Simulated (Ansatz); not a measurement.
Input file:

```yaml
crystal:
  periodic: [false, false, false]
  atoms:
    - {symbol: Al, position_ang: [0.000000, -0.104664, 0.617425]}
    - {symbol: N, position_ang: [0.000000, 0.107524, -1.289743]}
    - {symbol: H, position_ang: [0.000000, 1.307572, 1.394905]}
basis:
  gaussian: {orbitals: cc-pVDZ}
total_charge: 1
magnetization: {spin_polarized: false, initial_magnetization: 4}
correlation: {method: sc_nevpt2, electrons: all, active_space: {window: {electrons: 8, orbitals: 8}}}
```

```sh
$ ansatz run in.yaml --threads 1 --pin off --events-out ev --progress --plain --max-ram 2393MiB
```

(1) Roughly how long does this take on 1 thread of Arm Neoverse V1, shared host, and how much host memory?

```
360 factors; integrals over basis functions are off by at most 1.0e-3 eV
mean field evaluation 1: about -8066.4017 eV, gradient 1.6e1 eV
mean field evaluation 2: about -8066.4049 eV, gradient 1.6e1 eV
mean field evaluation 4: about -8068.6104 eV, gradient 3.6e0 eV
mean field evaluation 8: about -8069.2231 eV, gradient 9.4e-1 eV
mean field evaluation 16: about -8064.2359 eV, gradient 7.5e0 eV
mean field -8069.24386240 eV, -296.5392424134 hartree, gradient 2.7e-6 eV, S^2 6.000000; 1 other end points of the search recorded, 0 dependent functions left out
reference -8069.24386240 eV, -296.5392424134 hartree; 12, 8 occupied and 25, 29 virtual orbitals, 360 factors
state -8070.08051747 eV, -296.5699889200 hartree
state -8070.08051747 eV, -296.5699889200 hartree; corrected -8072.51380588 eV, -296.6594106197 hartree
Total energy: -8072.51380588 eV, -296.6594106197 hartree
```

Natural occupations: 1.9911 1.9660 1.0028 1.0002 1.0000 0.9987 0.0323 0.0089.

Answers

(1) 4.8 s wall and 0.17 GiB.
